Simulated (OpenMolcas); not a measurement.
# BN (boron nitride): a chain of runs

Aim: the energy (UHF/STO-3G), then a single-point energy (CASSCF(4,4)/STO-3G), then a single-point energy (CASPT2(4,4)/STO-3G), then the energy (SC-NEVPT2(4,4)/STO-3G), then a single-point energy (MRCI(4,4)/STO-3G) of BN (boron nitride). 

The results are computed with OpenMolcas 26.06.

## (1) The structure to begin with

BN: 2 atoms, total charge 0, spin state triplet. SMILES: `B#N`. The B1–N2 distance was set to 2.631 Å, away from the relaxed value.

## (2) A single-point energy at UHF/STO-3G (run 1)

step1.inp reads:

```
&GATEWAY
 BasLib=$CurrDir
 Coord
 2
 angstrom
 B        0.000000       0.000000      -1.338950
 N        0.000000       0.000000       1.291950
 Basis=STO-3G
 Group=NoSym

&SEWARD

&SCF
 UHF
 Spin=3
 Scramble=0.25
 PrOrbitals=1 1
```

The basis set STO-3G is read from a file made from the Basis Set Exchange's data (not shown).

Command:

```console
$ export MOLCAS_MEM=1860
$ pymolcas step1.inp > step1.log
```

Standard output, cut to the lines that bear on the results:

```text
--- Start Module: gateway ---
[...]
--- Stop Module: gateway /rc=_RC_ALL_IS_WELL_ ---
--- Start Module: seward ---
[...]
      Basis functions           10
--- Stop Module: seward /rc=_RC_ALL_IS_WELL_ ---
[...]
--- Start Module: scf ---
[...]
       Convergence after 150 Iterations
[...]
::    Total SCF energy                                -77.7909102406
[...]
      Total spin, S                                     1.2724492317
[...]
      Total electronic charge=   12.000000
      Total            charge=   -0.000000
[...]
      Dipole Moment (debye):
      Origin of the operator (angstrom)=    0.0000    0.0000    0.1339
                   X=  8.7359E-05               Y= -1.7239E-05               Z= -3.5200E-01           Total=  3.5200E-01
      Quadrupole Moment (debye*angstrom):
[...]
--- Stop Module: scf /rc=_RC_ALL_IS_WELL_ ---
[...]
```

It took 14 s on 1 thread of AMD EPYC, shared host; peak memory 0.37 GiB.

## (3) The energy at CASSCF(4,4)/STO-3G (run 2)

step2.inp reads:

```
* BN CASSCF
>>> EXPORT MOLCAS_PRINT=2

&gateway
  baslib = $CurrDir
  coord
  2
  angstrom
  B        0.000000       0.000000      -1.338950
  N        0.000000       0.000000       1.291950
  basis = STO-3G
  group = NoSym

&seward

&rasscf
  fileorb = $CurrDir/step1.UnaOrb
  spin = 3
  nactel = 4 0 0
  inactive = 4
  ras2 = 4
  orblisting = Nothing
  orbappear = Compact
```

The basis set STO-3G is read from a file made from the Basis Set Exchange's data (not shown).

Command:

```console
$ export MOLCAS_MEM=1860
$ pymolcas step2.inp > step2.log
```

Standard output, cut to the lines that bear on the results:

```text
--- Start Module: gateway ---
[...]
--- Stop Module: gateway /rc=_RC_ALL_IS_WELL_ ---
--- Start Module: seward ---
[...]
      Basis functions           10
--- Stop Module: seward /rc=_RC_ALL_IS_WELL_ ---
[...]
--- Start Module: rasscf ---
[...]
      Number of active orbitals                  4
[...]
      Spin quantum number                      1.0
[...]
      Active orbitals                            4
[...]
      Number of CSFs                            15
[...]
      Number of root(s) required                 1
[...]
      Convergence after  8 iterations
[...]
      printout of CI-coefficients larger than  0.05 for root  1
      energy=     -77.873699
      conf/sym  1111     Coeff  Weight
             1  2uu0  -0.75608 0.57165
             6  uduu   0.33713 0.11365
             9  uudu  -0.19464 0.03788
            10  uuud  -0.27526 0.07577
            15  0uu2   0.44837 0.20104
      Natural orbitals and occupation numbers for root  1
      sym 1:   1.370619   1.000000   1.000000   0.629381
      ************************************************************************************************************************
      *                                                    Final results                                                     *
[...]
::    RASSCF root number  1 Total energy:    -77.87369906
[...]
      Total electronic charge=   12.000000
      Total            charge=   -0.000000
[...]
      Dipole Moment (debye):
      Origin of the operator (angstrom)=    0.0000    0.0000    0.1339
                   X= -2.0302E-05               Y= -3.3291E-04               Z= -3.1801E-01           Total=  3.1801E-01
      Quadrupole Moment (debye*angstrom):
[...]
--- Stop Module: rasscf /rc=_RC_ALL_IS_WELL_ ---
[...]
```

It took 5.1 s on 1 thread of AMD EPYC, shared host; peak memory 0.37 GiB.

## (4) A single-point energy at CASPT2(4,4)/STO-3G (run 3)

step3.input reads:

```
>>> EXPORT MOLCAS_PRINT=2
&GATEWAY
BasLib = $CurrDir
Coord
2
angstrom
B        0.000000       0.000000      -1.338950
N        0.000000       0.000000       1.291950
Basis = STO-3G
Group = NoSym
&SEWARD
&RASSCF
FileOrb = $CurrDir/step2.RasOrb
Spin = 3
Nactel = 4 0 0
Inactive = 4
Ras2 = 4
OrbListing = Nothing
OrbAppear = Compact
&CASPT2
Imaginary = 0.1
Frozen = 2
```

The basis set STO-3G is read from a file made from the Basis Set Exchange's data (not shown).

Command:

```console
$ export MOLCAS_MEM=1860
$ pymolcas step3.input > step3.log
```

Standard output, cut to the lines that bear on the results:

```text
--- Start Module: gateway ---
[...]
--- Stop Module: gateway /rc=_RC_ALL_IS_WELL_ ---
[...]
      Basis functions           10
[...]
--- Start Module: rasscf ---
[...]
      Number of active orbitals                  4
[...]
      Spin quantum number                      1.0
[...]
      Active orbitals                            4
[...]
      Number of CSFs                            15
[...]
      Number of root(s) required                 1
[...]
      Convergence after  4 iterations
[...]
      printout of CI-coefficients larger than  0.05 for root  1
      energy=     -77.873699
      conf/sym  1111     Coeff  Weight
             1  2uu0  -0.75608 0.57166
             6  uduu   0.33712 0.11365
             9  uudu  -0.19464 0.03788
            10  uuud  -0.27526 0.07577
            15  0uu2   0.44837 0.20103
      Natural orbitals and occupation numbers for root  1
      sym 1:   1.370626   1.000000   1.000000   0.629374
      ************************************************************************************************************************
      *                                                    Final results                                                     *
[...]
::    RASSCF root number  1 Total energy:    -77.87369907
[...]
      Total electronic charge=   12.000000
      Total            charge=   -0.000000
[...]
      Dipole Moment (debye):
      Origin of the operator (angstrom)=    0.0000    0.0000    0.1339
                   X= -2.3552E-05               Y= -3.1446E-04               Z= -3.1759E-01           Total=  3.1759E-01
      Quadrupole Moment (debye*angstrom):
[...]
--- Stop Module: rasscf /rc=_RC_ALL_IS_WELL_ ---
[...]
--- Start Module: caspt2 ---
[...]
 ###    WARNING: User changed nr of frozen orbitals.                         ###
 ###############################################################################
[...]
      E2 (Variational):          -0.0195086984
      Total energy:             -77.8932077691
[...]
      Reference weight:           0.98576
[...]
::    CASPT2 Root  1     Total energy:    -77.89320777
[...]
--- Stop Module: caspt2 /rc=_RC_ALL_IS_WELL_ ---
[...]
```

Wall time 5.7 s (1 thread of AMD EPYC, shared host); peak memory 0.37 GiB.

## (5) The energy at SC-NEVPT2(4,4)/STO-3G (run 4)

step4.inp reads:

```
* BN NEVPT2

&GATEWAY
  BasLib
  $CurrDir
  Coord
  2
  angstrom
  B        0.000000       0.000000      -1.338950
  N        0.000000       0.000000       1.291950
  Basis
  STO-3G
  Group
  NoSym

&SEWARD

&RASSCF
  FileOrb
  $CurrDir/step2.RasOrb
  Spin
  3
  Nactel
  4 0 0
  Inactive
  4
  Ras2
  4
  OrbListing
  Nothing
  OrbAppear
  Compact

&CASPT2
  SC-NEVPT2
  Frozen
  2
```

The basis set STO-3G is read from a file made from the Basis Set Exchange's data (not shown).

Command:

```console
$ export MOLCAS_MEM=1860
$ pymolcas step4.inp > step4.log
```

Standard output, cut to the lines that bear on the results:

```text
--- Start Module: gateway ---
[...]
--- Stop Module: gateway /rc=_RC_ALL_IS_WELL_ ---
[...]
      Basis functions           10
[...]
--- Start Module: rasscf ---
[...]
      Number of active orbitals                  4
[...]
      Spin quantum number                      1.0
[...]
      Active orbitals                            4
[...]
      Number of CSFs                            15
[...]
      Number of root(s) required                 1
[...]
      Convergence after  4 iterations
[...]
      printout of CI-coefficients larger than  0.05 for root  1
      energy=     -77.873699
      conf/sym  1111     Coeff  Weight
             1  2uu0  -0.75608 0.57166
             6  uduu   0.33712 0.11365
             9  uudu  -0.19464 0.03788
            10  uuud  -0.27526 0.07577
            15  0uu2   0.44837 0.20103
      Natural orbitals and occupation numbers for root  1
      sym 1:   1.370626   1.000000   1.000000   0.629374
      ************************************************************************************************************************
      *                                                    Final results                                                     *
[...]
::    RASSCF root number  1 Total energy:    -77.87369907
[...]
      Total electronic charge=   12.000000
      Total            charge=   -0.000000
[...]
      Dipole Moment (debye):
      Origin of the operator (angstrom)=    0.0000    0.0000    0.1339
                   X= -2.3552E-05               Y= -3.1446E-04               Z= -3.1759E-01           Total=  3.1759E-01
      Quadrupole Moment (debye*angstrom):
[...]
--- Stop Module: rasscf /rc=_RC_ALL_IS_WELL_ ---
[...]
--- Start Module: caspt2 ---
[...]
 ###    WARNING: User changed nr of frozen orbitals.                         ###
 ###############################################################################
[...]
      E2 (Variational):          -0.0190936730
[...]
      E2 (Variational):          -0.0190870588
      Total energy:             -77.8927861294
[...]
      Reference weight:           0.98626
[...]
::    SC-NEVPT2 Root  1     Total energy:    -77.89278613
[...]
--- Stop Module: caspt2 /rc=_RC_ALL_IS_WELL_ ---
[...]
```

It took 5.7 s on 1 thread of AMD EPYC, shared host; peak memory 0.37 GiB.

## (6) A single-point energy at MRCI(4,4)/STO-3G (run 5)

step5.input reads:

```
>>> EXPORT MOLCAS_PRINT=2
&gateway
baslib = $CurrDir
coord
2
angstrom
B        0.000000       0.000000      -1.338950
N        0.000000       0.000000       1.291950
basis = STO-3G
group = NoSym
&seward
&rasscf
fileorb = $CurrDir/step2.RasOrb
spin = 3
nactel = 4 0 0
inactive = 4
ras2 = 4
orblisting = Nothing
orbappear = Compact
&motra
lumorb
frozen = 2
&guga
electrons = 8
spin = 3
inactive = 2
active = 4
ciall = 1
&mrci
sdci
```

The basis set STO-3G is read from a file made from the Basis Set Exchange's data (not shown).

Command:

```console
$ export MOLCAS_MEM=1860
$ pymolcas step5.input > step5.log
```

Standard output, cut to the lines that bear on the results:

```text
--- Start Module: gateway ---
[...]
--- Stop Module: gateway /rc=_RC_ALL_IS_WELL_ ---
[...]
      Basis functions           10
[...]
      Number of active orbitals                  4
[...]
      Spin quantum number                      1.0
[...]
      Active orbitals                            4
[...]
      Number of CSFs                            15
[...]
      Number of root(s) required                 1
[...]
      Convergence after  4 iterations
[...]
      printout of CI-coefficients larger than  0.05 for root  1
      energy=     -77.873699
      conf/sym  1111     Coeff  Weight
             1  2uu0  -0.75608 0.57166
             6  uduu   0.33712 0.11365
             9  uudu  -0.19464 0.03788
            10  uuud  -0.27526 0.07577
            15  0uu2   0.44837 0.20103
      Natural orbitals and occupation numbers for root  1
      sym 1:   1.370626   1.000000   1.000000   0.629374
      ************************************************************************************************************************
      *                                                    Final results                                                     *
[...]
::    RASSCF root number  1 Total energy:    -77.87369907
[...]
      Dipole Moment (debye):
      Origin of the operator (angstrom)=    0.0000    0.0000    0.1339
                   X= -2.3552E-05               Y= -3.1446E-04               Z= -3.1759E-01           Total=  3.1759E-01
      Quadrupole Moment (debye*angstrom):
[...]
      *** WARNING: Default frozen orbitals is overwritten by user input.
      *** Default values:   2
[...]
--- Start Module: guga ---
[...]
--- Stop Module: guga /rc=_RC_ALL_IS_WELL_ ---
--- Start Module: mrci ---
[...]
       (But an ACPF correction will be computed)
       USE THE DEFAULT ACPF G-VALUE GFAC=  0.25000000000000000
[...]
                      CI ENERGY:   -77.91484960
[...]
                ACPF CORRECTION:    -0.00199352
[...]
      Total electronic charge=   12.000000
      Total            charge=   -0.000000
[...]
     ACPF CORRECTION:     -0.00199352
[...]
  CI State   1     Total energy:    -77.91484960     QDav:     -0.00270165     QACPF:     -0.00199352
[...]
--- Stop Module: mrci /rc=_RC_ALL_IS_WELL_ ---
[...]
```

Run time: 6.3 s. Hardware: 1 thread of AMD EPYC, shared host; peak memory 0.37 GiB.

## (7) Summary of results

```
                                                    quantity         value
                             run 1, UHF/STO-3G: total energy  -77.79091 Eh
                            run 1, UHF/STO-3G: dipole moment        0.35 D
       run 1, UHF/STO-3G: HOMO energy (highest over α and β)      -5.55 eV
        run 1, UHF/STO-3G: LUMO energy (lowest over α and β)       7.62 eV
                                     run 1, UHF/STO-3G: ⟨S²⟩         2.892
                     run 2, CASSCF(4,4)/STO-3G: total energy  -77.87370 Eh
   run 2, CASSCF(4,4)/STO-3G: dipole moment (CASSCF density)        0.32 D
                     run 3, CASPT2(4,4)/STO-3G: total energy  -77.89321 Eh
   run 3, CASPT2(4,4)/STO-3G: dipole moment (CASSCF density)        0.32 D
                  run 4, SC-NEVPT2(4,4)/STO-3G: total energy  -77.89279 Eh
run 4, SC-NEVPT2(4,4)/STO-3G: dipole moment (CASSCF density)        0.32 D
                       run 5, MRCI(4,4)/STO-3G: total energy  -77.91485 Eh
     run 5, MRCI(4,4)/STO-3G: dipole moment (CASSCF density)        0.32 D
```

**Reading.** ⟨S²⟩ (run 1, UHF/STO-3G) is 2.89 where a pure triplet has 2.00: the reference is spin-contaminated. The run (run 1, UHF/STO-3G) may have ended on a state above the lowest.
